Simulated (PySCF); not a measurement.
Write Cartesian coordinates for InChI=1S/CH3BO/c1-2-3/h3H,1H2 as optimised with PBE0-D3(BJ)/def2-TZVP.

```xyz
6
CH3BO angstrom
C     -1.0133   -0.1209    0.0102
B      0.3327    0.1907   -0.0638
O      1.5975    0.5422   -0.1551
H     -1.5914    0.0563    0.9088
H     -1.5449   -0.5609   -0.8244
H      2.2389   -0.1285    0.0994
```

Orientation and origin are arbitrary. Atoms count from 1 in this order. O3 (boron-bound oxygen) is bent (angle 115.9°).

Bonds between heavy atoms (Å): C1=B2 1.384, B2–O3 1.316.

Computed with PBE0-D3(BJ)/def2-TZVP geometry optimisation, gas phase in PySCF 2.14.0.

Point group: Cs (tolerance 0.08 Å). Whether it is a minimum is left open (no frequencies).

***

Q: Write a Z-matrix for `C=C[SiH]` [triplet] as optimised with GFN2-xTB. (Triplet state.)

A: 
Z-matrix in Å and degrees, rows numbered from 1:
```
C 
C   1  1.3481
Si  2  1.8313  1  124.13
H   1  1.0769  2  122.14  3    -0.06
H   1  1.0770  2  121.53  3   179.93
H   2  1.0830  1  118.39  3  -179.95
H   3  1.4625  2  123.26  1     0.09
```

C2 (carbon bonded to C, Si and H) is planar (angles 124.1°, 118.4° and 117.5°, sum 360.0°, 0.00 Å off the plane of its three neighbours). C1 (carbon bonded to C and 2 H) is planar (angles 122.1°, 121.5° and 116.3°, sum 360.0°, 0.00 Å off the plane of its three neighbours).

Structure optimised with GFN2-xTB, isolated species. This method treats the open shell by occupation alone, without spin polarisation.

Point group: Cs (tolerance 0.08 Å). GFN2-xTB frequencies: not computed here. This triplet need not be the ground state; the singlet was not compared here. Torsions: C1–C2–Si3–H 0°.

One conformer stands for the species.
